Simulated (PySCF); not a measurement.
Cost of one run: spin–spin coupling job, `C=C[C@H]1[C@H]2C[C@@H]12`.

Method: B3LYP/pcJ-1 indirect spin-spin coupling, non-relativistic, gas phase (PySCF 2.14.0, density-fitted response routines). Geometry: GFN2-xTB. Work: spin–spin couplings from 14 perturbed nuclei, spin–dipole term left out, density fitting. The input is one job of a driver script: a line of settings, then coordinates in Å.

Command:
```bash
OMP_NUM_THREADS=1 python probes_run.py task.json out
```

Input:
```
{"job": {"kind": "j", "xc": "B3LYP", "basis": "pcJ-1"}, "charge": 0, "multiplicity": 1}
C     -2.250334    -1.042839    -0.010950
C     -1.050904    -0.620153     0.353517
C     -0.170232     0.155392    -0.539028
C      0.740605     1.257709    -0.064770
C      1.629532     0.439819     0.816712
C      1.327552    -0.003612    -0.578979
H     -2.882197    -1.607745     0.652473
H     -2.650319    -0.840815    -0.991639
H     -0.685160    -0.843826     1.344524
H     -0.634183     0.335768    -1.508075
H      0.799131     2.283750    -0.361491
H      1.223333    -0.094938     1.664084
H      2.625134     0.826877     1.002070
H      1.977364    -0.245859    -1.393132
```

Hardware: an Intel Xeon 6975P-C with one thread, shared host. PySCF's memory limit was set to 1040 MB.

How large is the basis?

242 functions for 44 electrons, with 858 fitting functions; the fitted three-index integrals, 858 × 242 × 243/2 numbers of 8 bytes, come to 190 MiB.

Question: Which is nearest to the wall time?
A. 2.9 s
B. 3.1 min
C. 23 s
D. 23 min

Answer: C. The run took 23 s. The SCF took 14 cycles.

Estimate the peak memory.

About 0.89 GiB. Peak memory is the resident size of the whole Python process, interpreter and libraries included.

The SCF part of the output:
```
coarse grid: 11480 points
cycle   1  E = -233.2609384743  dE =  9.378e-01  |g| = 4.116e-01  |ddm| = 3.112e+00
cycle   2  E = -233.2524514807  dE =  8.487e-03  |g| = 4.565e-01  |ddm| = 7.968e-01
cycle   3  E = -233.3071572660  dE = -5.471e-02  |g| = 3.381e-02  |ddm| = 4.487e-01
cycle   4  E = -233.3071760136  dE = -1.875e-05  |g| = 2.994e-02  |ddm| = 5.477e-02
cycle   5  E = -233.3073813133  dE = -2.053e-04  |g| = 8.173e-03  |ddm| = 2.977e-02
cycle   6  E = -233.3073972352  dE = -1.592e-05  |g| = 2.082e-03  |ddm| = 6.761e-03
cycle   7  E = -233.3073982560  dE = -1.021e-06  |g| = 2.554e-04  |ddm| = 1.644e-03
final grid: 110224 points
cycle   8  E = -233.3578856703  dE = -1.153e-04  |g| = 6.261e-03  |ddm| = 2.538e-02
cycle   9  E = -233.3578819888  dE =  3.682e-06  |g| = 7.247e-03  |ddm| = 1.229e-02
cycle  10  E = -233.3578953417  dE = -1.335e-05  |g| = 8.720e-04  |ddm| = 7.165e-03
cycle  11  E = -233.3578953739  dE = -3.222e-08  |g| = 7.922e-04  |ddm| = 1.374e-03
cycle  12  E = -233.3578955320  dE = -1.581e-07  |g| = 7.721e-05  |ddm| = 5.968e-04
cycle  13  E = -233.3578955333  dE = -1.302e-09  |g| = 1.741e-05  |ddm| = 7.117e-05
cycle  14  E = -233.3578955333  dE = -6.918e-11  |g| = 5.268e-06  |ddm| = 2.131e-05
converged SCF energy = -233.3578955333
```

On the final grid dE counts from the start density on that grid.

Times come from a shared host and carry two figures at best.
